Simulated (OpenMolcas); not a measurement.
**triplet HNO: a chain of runs**

We compute a single-point energy (UHF/STO-3G), then a single-point energy (CASSCF(2,2)/STO-3G), then a single-point energy (CASPT2(2,2)/STO-3G), then a single-point energy (SC-NEVPT2(2,2)/STO-3G), then the energy (MRCI(2,2)/STO-3G) of triplet HNO. 

Program for the calculation: OpenMolcas 26.06.

2 further runs of the same task are left out: 1 for a known fault of the program, 1 set aside as unsound or not needed.

**1. Starting point**

The species is HNO (3 atoms), meant as a triplet with charge 0. SMILES of the parent species: `N=O`. The coordinates come from a GFN2-xTB relaxation. That shape belongs to the parent species and isn't relaxed for this state.

Bond lengths: N1–O2 1.201 Å, N1–H3 1.062 Å. Angles: O2–N1–H3 112.4°.

**2. The energy at UHF/STO-3G (run 1)**

step1.inp reads:

```
* HNO Hartree-Fock
>>> EXPORT MOLCAS_PRINT=2

&GATEWAY
 BasLib = $CurrDir
 BasisSet
 N.STO-3G....
 N1 -0.275940 0.297220 -0.114780 angstrom
 End of Basis
 BasisSet
 O.STO-3G....
 O2 0.768580 0.418030 0.466150 angstrom
 End of Basis
 BasisSet
 H.STO-3G....
 H3 -0.492640 -0.715240 -0.351380 angstrom
 End of Basis

&SEWARD

&SCF
 UHF
 Spin = 3
 Scramble = 0.25
 PrOrbitals = 1 1
```

The basis set STO-3G is read from a file made from the Basis Set Exchange's data (not shown).

Run with:

```sh
$ export MOLCAS_MEM=1860
$ pymolcas step1.inp > step1.log
```

Standard output:

```text
--- Start Module: gateway ---
[...]
--- Stop Module: gateway /rc=_RC_ALL_IS_WELL_ ---
--- Start Module: seward ---
[...]
      Basis functions           11
--- Stop Module: seward /rc=_RC_ALL_IS_WELL_ ---
--- Start Module: scf ---
[...]
       Convergence after  23 Iterations
[...]
::    Total SCF energy                               -128.0681269996
[...]
      Total spin, S                                     1.0018581163
[...]
      Total electronic charge=   16.000000
      Total            charge=   -0.000000
[...]
      Dipole Moment (debye):
      Origin of the operator (angstrom)=    0.2559    0.3266    0.1772
                   X= -3.6549E-02               Y= -1.5498E+00               Z= -2.0203E-01           Total=  1.5634E+00
      Quadrupole Moment (debye*angstrom):
[...]
--- Stop Module: scf /rc=_RC_ALL_IS_WELL_ ---
[...]
```

Run time: 1.8 s. Hardware: 1 thread of Arm Neoverse V2, shared host; peak memory 0.37 GiB.

**3. A single-point energy at CASSCF(2,2)/STO-3G (run 2)**

step2.input reads:

```
* HNO CASSCF

&gateway
 baslib
 $CurrDir
 basisset
 N.STO-3G....
 N1 -0.275940 0.297220 -0.114780 angstrom
 End of Basis
 basisset
 O.STO-3G....
 O2 0.768580 0.418030 0.466150 angstrom
 End of Basis
 basisset
 H.STO-3G....
 H3 -0.492640 -0.715240 -0.351380 angstrom
 End of Basis

&seward

&rasscf
 fileorb
 $CurrDir/step1.UnaOrb
 spin
 3
 nactel
 2 0 0
 inactive
 7
 ras2
 2
 orblisting
 Nothing
 orbappear
 Compact
```

The basis set STO-3G is read from a file made from the Basis Set Exchange's data (not shown).

Run with:

```sh
$ export MOLCAS_MEM=1860
$ pymolcas step2.input > step2.log
```

Standard output:

```text
--- Start Module: gateway ---
[...]
--- Stop Module: gateway /rc=_RC_ALL_IS_WELL_ ---
--- Start Module: seward ---
[...]
      Basis functions           11
--- Stop Module: seward /rc=_RC_ALL_IS_WELL_ ---
--- Start Module: rasscf ---
[...]
      Number of active orbitals                  2
[...]
      Spin quantum number                      1.0
[...]
      Active orbitals                            2
[...]
      Number of CSFs                             1
[...]
      Number of root(s) required                 1
[...]
      Convergence after  7 iterations
[...]
      printout of CI-coefficients larger than  0.05 for root  1
      energy=    -128.065792
      conf/sym  11     Coeff  Weight
             1  uu   1.00000 1.00000
      Natural orbitals and occupation numbers for root  1
      sym 1:   1.000000   1.000000
      ************************************************************************************************************************
      *                                                    Final results                                                     *
[...]
::    RASSCF root number  1 Total energy:   -128.06579218
[...]
      Total electronic charge=   16.000000
      Total            charge=   -0.000000
[...]
      Dipole Moment (debye):
      Origin of the operator (angstrom)=    0.2559    0.3266    0.1772
                   X= -5.0050E-02               Y= -1.5713E+00               Z= -2.1188E-01           Total=  1.5863E+00
      Quadrupole Moment (debye*angstrom):
[...]
--- Stop Module: rasscf /rc=_RC_ALL_IS_WELL_ ---
[...]
```

Run time: 1.6 s. Hardware: 1 thread of Arm Neoverse V2, shared host; peak memory 0.37 GiB.

**4. The energy at CASPT2(2,2)/STO-3G (run 3)**

step3.inp reads:

```
* HNO CASPT2

&GATEWAY
  BasLib=$CurrDir
  BasisSet
  N.STO-3G....
  N1 -0.275940 0.297220 -0.114780 angstrom
  End of Basis
  BasisSet
  O.STO-3G....
  O2 0.768580 0.418030 0.466150 angstrom
  End of Basis
  BasisSet
  H.STO-3G....
  H3 -0.492640 -0.715240 -0.351380 angstrom
  End of Basis

&SEWARD

&RASSCF
  FileOrb=$CurrDir/step2.RasOrb
  Spin=3
  Nactel=2 0 0
  Inactive=7
  Ras2=2
  OrbListing=Nothing
  OrbAppear=Compact

&CASPT2
  Imaginary=0.1
  Frozen=2
```

The basis set STO-3G is read from a file made from the Basis Set Exchange's data (not shown).

Run with:

```sh
$ export MOLCAS_MEM=1860
$ pymolcas step3.inp > step3.log
```

Standard output:

```text
--- Start Module: gateway ---
[...]
--- Stop Module: gateway /rc=_RC_ALL_IS_WELL_ ---
[...]
      Basis functions           11
[...]
--- Start Module: rasscf ---
[...]
      Number of active orbitals                  2
[...]
      Spin quantum number                      1.0
[...]
      Active orbitals                            2
[...]
      Number of CSFs                             1
[...]
      Number of root(s) required                 1
[...]
      Convergence after  4 iterations
[...]
      printout of CI-coefficients larger than  0.05 for root  1
      energy=    -128.065792
      conf/sym  11     Coeff  Weight
             1  uu   1.00000 1.00000
      Natural orbitals and occupation numbers for root  1
      sym 1:   1.000000   1.000000
      ************************************************************************************************************************
      *                                                    Final results                                                     *
[...]
::    RASSCF root number  1 Total energy:   -128.06579218
[...]
      Total electronic charge=   16.000000
      Total            charge=   -0.000000
[...]
      Dipole Moment (debye):
      Origin of the operator (angstrom)=    0.2559    0.3266    0.1772
                   X= -5.0050E-02               Y= -1.5713E+00               Z= -2.1188E-01           Total=  1.5863E+00
      Quadrupole Moment (debye*angstrom):
[...]
--- Stop Module: rasscf /rc=_RC_ALL_IS_WELL_ ---
--- Start Module: caspt2 ---
[...]
 ###    WARNING: User changed nr of frozen orbitals.                         ###
 ###############################################################################
[...]
      E2 (Variational):          -0.0743492852
      Total energy:            -128.1401414694
[...]
      Reference weight:           0.96688
[...]
::    CASPT2 Root  1     Total energy:   -128.14014147
[...]
--- Stop Module: caspt2 /rc=_RC_ALL_IS_WELL_ ---
[...]
```

Wall time 1.6 s (1 thread of Arm Neoverse V2, shared host); peak memory 0.37 GiB.

**5. A single-point energy at SC-NEVPT2(2,2)/STO-3G (run 4)**

step4.inp reads:

```
* HNO NEVPT2
&GATEWAY
BasLib=$CurrDir
BasisSet
N.STO-3G....
N1 -0.275940 0.297220 -0.114780 angstrom
End of Basis
BasisSet
O.STO-3G....
O2 0.768580 0.418030 0.466150 angstrom
End of Basis
BasisSet
H.STO-3G....
H3 -0.492640 -0.715240 -0.351380 angstrom
End of Basis
&SEWARD
&RASSCF
FileOrb=$CurrDir/step2.RasOrb
Spin=3
Nactel=2 0 0
Inactive=7
Ras2=2
OrbListing=Nothing
OrbAppear=Compact
&CASPT2
SC-NEVPT2
Frozen=2
```

The basis set STO-3G is read from a file made from the Basis Set Exchange's data (not shown).

Run with:

```sh
$ export MOLCAS_MEM=1860
$ pymolcas step4.inp > step4.log
```

Standard output:

```text
--- Start Module: gateway ---

                                              &GATEWAY

                       available to each process: 1.9 GB of memory, 1 thread

 Basis Set     1 Label: N.STO-3G....
 Basis set is read from library:.
 basistype.tbl is not found

 Basis Set     2 Label: O.STO-3G....
 Basis set is read from library:.
 basistype.tbl is not found

 Basis Set     3 Label: H.STO-3G....
 Basis set is read from library:.
 basistype.tbl is not found

++    Symmetry information:
      ---------------------

                    Character Table for C1

                             E
                    a        1  x, y, xy, Rz, z, xz, Ry, yz, Rx, I
--

++    Basis set information:
      ----------------------

      Basis set label: N.STO-3G.........

      Electronic valence basis set:
      ------------------
      Associated Effective Charge   7.000000 au
      Associated Actual Charge      7.000000 au
      Nuclear Model: Point charge

      Shell  nPrim  nBasis  Cartesian Spherical Contaminant
         s       6       2        X
[... 113 lines left out ...]
      Nuclear repulsion energy =   30.40512666
[... 76 lines left out ...]
      Convergence after  4 iterations
[... 10 lines left out ...]
      printout of CI-coefficients larger than  0.05 for root  1
[... 1 line left out ...]
      conf/sym  11     Coeff  Weight
[... 6 lines left out ...]
      *                                                    Final results                                                     *
[... 6 lines left out ...]
      RASSCF energy for state  1                   -128.06579218
[... 12 lines left out ...]
::    RASSCF root number  1 Total energy:   -128.06579218
[... 29 lines left out ...]
      Dipole Moment (debye):
[... 28 lines left out ...]
      Spin density orbitals for root   1 are written to the SPDORB.1 file
[... 56 lines left out ...]
      Imaginary shift                            0.00
[... 11 lines left out ...]
++ NEVPT2 computation for group   1

********************************************************************************
 Multi-State initialization phase begins for group   1
--------------------------------------------------------------------------------
********************************************************************************
 Compute H0 matrices for state    1
--------------------------------------------------------------------------------
--------------------------------------------------------------------------------
 H0 matrices have been computed.

********************************************************************************
  NEVPT2 EQUATION SOLUTION
--------------------------------------------------------------------------------
 ###############################################################################
 ###    Location: AixRd                                                      ###
 ###    File: LUCIEX                                                         ###
 ###    Premature abort while reading buffer from disk                       ###
 ###    End of file reached                                                  ###
 ###############################################################################

--- Stop Module: caspt2 /rc=-6 ---

.########################.
.# Non-zero return code #.
.########################.

    Timing: Wall=1.38 User=1.00 System=0.37
```

Run time: 1.6 s. Hardware: 1 thread of Arm Neoverse V2, shared host; peak memory 0.37 GiB.

The job broke off with an error.

**6. The energy at MRCI(2,2)/STO-3G (run 5)**

step5.inp reads:

```
* HNO MRCI

&GATEWAY
 BasLib=$CurrDir
 BasisSet
 N.STO-3G....
 N1 -0.275940 0.297220 -0.114780 angstrom
 End of Basis
 BasisSet
 O.STO-3G....
 O2 0.768580 0.418030 0.466150 angstrom
 End of Basis
 BasisSet
 H.STO-3G....
 H3 -0.492640 -0.715240 -0.351380 angstrom
 End of Basis

&SEWARD

&RASSCF
 FileOrb=$CurrDir/step2.RasOrb
 Spin=3
 Nactel=2 0 0
 Inactive=7
 Ras2=2
 OrbListing=Nothing
 OrbAppear=Compact

&MOTRA
 LumOrb
 Frozen=2

&GUGA
 Electrons=12
 Spin=3
 Inactive=5
 Active=2
 CIAll=1

&MRCI
 SDCI
```

The basis set STO-3G is read from a file made from the Basis Set Exchange's data (not shown).

Run with:

```sh
$ export MOLCAS_MEM=1860
$ pymolcas step5.inp > step5.log
```

Standard output:

```text
--- Start Module: gateway ---
[...]
--- Stop Module: gateway /rc=_RC_ALL_IS_WELL_ ---
[...]
      Basis functions           11
[...]
      Number of active orbitals                  2
[...]
      Spin quantum number                      1.0
[...]
      Active orbitals                            2
[...]
      Number of CSFs                             1
[...]
      Number of root(s) required                 1
[...]
      Convergence after  4 iterations
[...]
      printout of CI-coefficients larger than  0.05 for root  1
      energy=    -128.065792
      conf/sym  11     Coeff  Weight
             1  uu   1.00000 1.00000
      Natural orbitals and occupation numbers for root  1
      sym 1:   1.000000   1.000000
      ************************************************************************************************************************
      *                                                    Final results                                                     *
[...]
::    RASSCF root number  1 Total energy:   -128.06579218
[...]
      Dipole Moment (debye):
      Origin of the operator (angstrom)=    0.2559    0.3266    0.1772
                   X= -5.0050E-02               Y= -1.5713E+00               Z= -2.1188E-01           Total=  1.5863E+00
      Quadrupole Moment (debye*angstrom):
[...]
      *** WARNING: Default frozen orbitals is overwritten by user input.
      *** Default values:   2
[...]
--- Start Module: guga ---
[...]
--- Stop Module: guga /rc=_RC_ALL_IS_WELL_ ---
--- Start Module: mrci ---
[...]
       (But an ACPF correction will be computed)
       USE THE DEFAULT ACPF G-VALUE GFAC=  0.16666666666666666
[...]
                      CI ENERGY:  -128.16122786
[...]
                ACPF CORRECTION:    -0.00758504
[...]
      Total electronic charge=   16.000000
      Total            charge=    0.000000
[...]
     ACPF CORRECTION:     -0.00758504
[...]
  CI State   1     Total energy:   -128.16122786     QDav:     -0.00924906     QACPF:     -0.00758504
[...]
--- Stop Module: mrci /rc=_RC_ALL_IS_WELL_ ---
[...]
```

Wall time 1.7 s (1 thread of Arm Neoverse V2, shared host); peak memory 0.37 GiB.

**7. Summary of results**

```
                                                 quantity                value
                          run 1, UHF/STO-3G: total energy        -128.06813 Eh
                         run 1, UHF/STO-3G: dipole moment               1.56 D
    run 1, UHF/STO-3G: HOMO energy (highest over α and β)             -8.89 eV
     run 1, UHF/STO-3G: LUMO energy (lowest over α and β)              7.07 eV
                                  run 1, UHF/STO-3G: ⟨S²⟩                2.006
                  run 2, CASSCF(2,2)/STO-3G: total energy        -128.06579 Eh
run 2, CASSCF(2,2)/STO-3G: dipole moment (CASSCF density)               1.59 D
                  run 3, CASPT2(2,2)/STO-3G: total energy        -128.14014 Eh
run 3, CASPT2(2,2)/STO-3G: dipole moment (CASSCF density)               1.59 D
                    run 5, MRCI(2,2)/STO-3G: total energy        -128.16123 Eh
  run 5, MRCI(2,2)/STO-3G: dipole moment (CASSCF density)               1.59 D
                             run 4, SC-NEVPT2(2,2)/STO-3G  no result (crashed)
```

In words: Mulliken charges (run 2, CASSCF(2,2)/STO-3G) run from -0.16 on N1 to +0.18 on H3. 1 of the 5 runs did not end normally.
